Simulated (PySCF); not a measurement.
Gas-phase reaction: 2 C₃H₄ (allene) ⇌ 3 C₂H₂ (acetylene) + H₂

Energies from PySCF, thermal terms from the rigid-rotor harmonic-oscillator model, ideal gas at 1 bar. The comparison is the NASA 1993 polynomial table, which mixes measured and estimated data. † marks an energy on the PBE0/def2-TZVP geometry and frequencies; other levels use their own. MP2 freezes the core. 6-31G* has spherical d functions here. All species are closed-shell singlets. MP2 isn't extrapolated to the basis-set limit; its ΔH°(298 K) is 302.8 kJ in def2-SVP and 288.6 kJ in def2-TZVPP. The harmonic model lacks anharmonicity and excited electronic states, which grow with temperature; levels with a mode under 35 cm⁻¹ are left out.

ΔH° and ΔS° at 298 K: table 303 kJ, 246 J/K; BLYP/def2-TZVP† 320 kJ, 246 J/K; HF/6-31G* 335 kJ, 243 J/K; HF/def2-TZVP† 302 kJ, 246 J/K; MP2/def2-TZVPP† 289 kJ, 246 J/K.

Question: With the heat capacities included, give log10 K at 600, 1400, 1600, 1800, 2000 K for each.

Answer: 
```csv
T (K),table,BLYP/def2-TZVP†,HF/6-31G*,HF/def2-TZVP†,MP2/def2-TZVPP†
600,-13.1,-14.6,-16.1,-13.0,-11.9
1400,2.5,1.9,1.2,2.6,3.0
1600,4.0,3.4,2.8,4.0,4.4
1800,5.1,4.6,4.0,5.1,5.5
2000,6.0,5.5,5.0,6.0,6.4
```
Ten kJ in ΔG° is worth 0.87 decades in K at 600 K and 0.26 at 2000 K. Holding ΔH° and ΔS° at their 298 K values would give 5.0 (table), 4.5 (BLYP/def2-TZVP†), 4.0 (HF/6-31G*) at 2000 K.
